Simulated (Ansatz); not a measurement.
The first iterations of a band of BH3 + H3P (8 atoms, charge 0, multiplicity 1).

The calculation used RKS B3LYP-D4/def2-SVP in Ansatz.

```json
{
  "movable images": "9",
  "climbing image": "yes",
  "spring": "5.0 eV/Å²",
  "optimiser": "fire",
  "start path": "through a guess of the saddle point",
  "force threshold": "0.05 eV/Å",
  "iteration limit": "60",
  "end points": "relaxed"
}
```

Initial state:

```xyz
8
Properties=species:S:1:pos:R:3
B -0.003 0.185 0.121
H -0.029 0.755 1.184
H 1.050 0.015 -0.436
H -1.035 -0.044 -0.456
P 0.123 -2.709 1.125
H -0.562 -2.757 -0.125
H 1.410 -2.581 0.522
H -0.057 -1.287 1.308
```

Final state:

```xyz
8
Properties=species:S:1:pos:R:3
B 0.161 -0.795 -0.368
H -0.291 1.151 2.150
H 1.145 -0.100 -0.405
H -0.910 -0.358 -0.701
P 0.254 -2.479 0.440
H -0.645 -3.279 -0.313
H 1.494 -3.012 0.002
H -0.311 0.448 2.438
```

| iteration | highest image above the first end (eV) | largest band force component (eV/Å) |
| --- | --- | --- |
| 1 | 2.727 | 4.154 |
| 2 | 2.301 | 3.070 |
| 3 | 1.801 | 1.858 |
| 4 | 1.703 | 1.457 |
| 5 | 1.579 | 1.282 |
| 6 | 1.539 | 0.936 |
| 7 | 1.467 | 1.025 |
| 8 | 1.428 | 1.052 |
| 9 | 1.345 | 1.075 |
| 10 | 1.299 | 1.072 |
| 11 | 1.203 | 1.044 |
| 12 | 1.152 | 1.047 |
| 13 | 1.090 | 1.001 |
| 14 | 1.067 | 0.972 |
| 15 | 1.016 | 0.904 |
| 16 | 0.987 | 0.918 |
| 17 | 0.923 | 0.956 |
| 18 | 0.887 | 0.963 |
| 19 | 0.816 | 0.930 |
| 20 | 0.782 | 0.895 |

Task: Does the band converge within its limit, and where does its top end?

Result: It did not converge within its limit. It ended after 60 iterations with the highest image 0.498 eV above the first end. The band didn't meet its force threshold, so its energies are provisional: the largest band force was still 0.11 eV/Å, and over the last iterations the top stayed at 0.50 eV. The orbitals stay closed-shell, which can raise the energy where a bond breaks towards radicals; this wasn't checked here.

The run took 12 min on 1 thread of Arm Neoverse V1, with other jobs on the host, peak memory 0.11 GiB.
